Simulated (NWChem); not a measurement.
Species: NH₂ anion

```xyz
3

N      0.0000     0.0000     0.1362
H      0.7985     0.0000    -0.5145
H     -0.7985     0.0000    -0.5145
```
Atoms are numbered in this order, from 1.

Results from NWChem. Pople sets run with spherical d functions. Sets without diffuse functions describe the anion's extra electron poorly. All runs use the structure optimised with B3LYP/def2-SVPD. The highest occupied level is positive in some or all of these runs, so the extra electron may be held by the finite basis. Atomic charges in e: unrestrained fits to the electrostatic potential beside Mulliken populations; the two definitions need not agree.

For level Hartree-Fock/6-31G*:

| Item | Value |
|---|---|
| ESP N1 | -1.38 |
| Mulliken N1 | -1.23 |

How do the values read with level B3LYP/def2-SVP instead?

The ESP N1 is -1.25 and the Mulliken N1 comes out as -0.76.
